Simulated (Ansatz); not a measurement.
Born–Oppenheimer molecular dynamics of CH4BSi (7 atoms, charge 0, multiplicity 2). It starts from a relaxed structure.

Computed with UKS BLYP/def2-SVP in Ansatz.

```yaml
ensemble: NVT, Nosé–Hoover chain
time_step: 0.5 fs
steps_asked: 100
set_temperature: 2000 K
thermostat: time constant 20 fs, chain length 1
seed: 741254
```

First frame:

```xyz
7
Properties=species:S:1:pos:R:3
B -1.773 0.088 -0.651
Si 0.136 0.013 -0.677
C 1.027 -0.104 0.837
H -2.877 -0.250 -0.322
H 0.873 0.467 -1.897
H 2.072 0.232 0.945
H 0.542 -0.446 1.765
```

Q: How far do the bonds stretch over the last three quarters of this one trajectory? (Pairs bonded in most of those frames.)

A: 
| bond | mean (Å) | spread (Å) | shortest | longest |
| --- | --- | --- | --- | --- |
| B1–Si2 | 1.971 | 0.139 | 1.78 | 2.15 |
| B1–H4 | 1.256 | 0.066 | 1.17 | 1.41 |
| Si2–C3 | 1.793 | 0.104 | 1.64 | 1.96 |
| Si2–H5 | 1.517 | 0.016 | 1.50 | 1.55 |
| C3–H6 | 1.115 | 0.042 | 1.05 | 1.18 |
| C3–H7 | 1.123 | 0.089 | 0.98 | 1.27 |

Mean temperature of the second half: 2491 K. The conserved energy stayed within 1.7 meV per atom of its start (net change 1.2 meV per atom), so the integration is sound. The mean temperature of the second half is 25 % above the set value. A run of 0.05 ps of so small a system gives no equilibrium averages.

Time of the run: 4.1 min on 1 CPU thread of a shared host.
